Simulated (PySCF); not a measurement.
B(F)3 cation (BF3), SMILES FB(F)F (connectivity only; charge and spin as stated), charge +1, multiplicity 2. Coordinates come from a PBE-D3(BJ)/def2-TZVP optimisation. The multiplicity is an assumed one; other spin states were not compared. The isomer is the one that the SMILES or the coordinates give; other isomers of the formula were not compared.

Level of theory: PBE-D3(BJ)/def2-TZVP (PySCF).

Harmonic wavenumbers (cm⁻¹): 263, 263, 543, 830, 1147, 1147. Rotational constants (GHz): 10.08, 10.08, 5.040; symmetry number 6.

### Question
Work out the zero-point energy and the ideal-gas rigid-rotor harmonic-oscillator thermochemistry at 298.15 K and 1 atm.

### Answer
ZPE = ½ Σ hcν = ½ × 4193 cm⁻¹ = 5.99 kcal/mol. H − E(el) = 9.14 kcal/mol. Entropy in cal/(mol K): translation 38.56, rotation 20.39, vibration 4.13, spin 1.38, total 64.46. G − E(el) = -10.07 kcal/mol. Cp = 13.67 cal/(mol K).
